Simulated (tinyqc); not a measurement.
UHF in the sto-6g basis, for CH2, spin multiplicity 3, step by step. One step of it, computed by the program tinyqc.

Problem. Orthogonalisation. S = U s U^T; symmetric (Loewdin) form X = U s^(-1/2) U^T, so that X^T S X = 1.

overlap S:
```
           1C 1s     1C 2s    1C 2px     1C 2py    1C 2pz     2H 1s      3H 1s
1C 1s   1.000000  0.243228  0.000000   0.000000  0.000000  0.045772   0.045076
1C 2s   0.243228  1.000000  0.000000   0.000000  0.000000  0.408522   0.405029
1C 2px  0.000000  0.000000  1.000000   0.000000  0.000000  0.000000   0.000000
1C 2py  0.000000  0.000000  0.000000   1.000000  0.000000  0.359477  -0.357285
1C 2pz  0.000000  0.000000  0.000000   0.000000  1.000000  0.201666   0.200316
2H 1s   0.045772  0.408522  0.000000   0.359477  0.201666  1.000000   0.090995
3H 1s   0.045076  0.405029  0.000000  -0.357285  0.200316  0.090995   1.000000
```

Give: eigenvalues of S; X.

Solution.

eigenvalues of S: 0.3788  0.4457  0.8821  1.0000  1.0879  1.4634  1.7422

X:
```
          1C 1s    1C 2s  1C 2px   1C 2py   1C 2pz    2H 1s    3H 1s
1C 1s    1.0252  -0.1433  0.0000  -0.0001  -0.0081   0.0213   0.0211
1C 2s   -0.1433   1.1936  0.0000   0.0015   0.0823  -0.2629  -0.2594
1C 2px   0.0000   0.0000  1.0000   0.0000   0.0000   0.0000   0.0000
1C 2py  -0.0001   0.0015  0.0000   1.1323   0.0007  -0.2376   0.2352
1C 2pz  -0.0081   0.0823  0.0000   0.0007   1.0398  -0.1274  -0.1259
2H 1s    0.0213  -0.2629  0.0000  -0.2376  -0.1274   1.1715  -0.0226
3H 1s    0.0211  -0.2594  0.0000   0.2352  -0.1259  -0.0226   1.1681
```
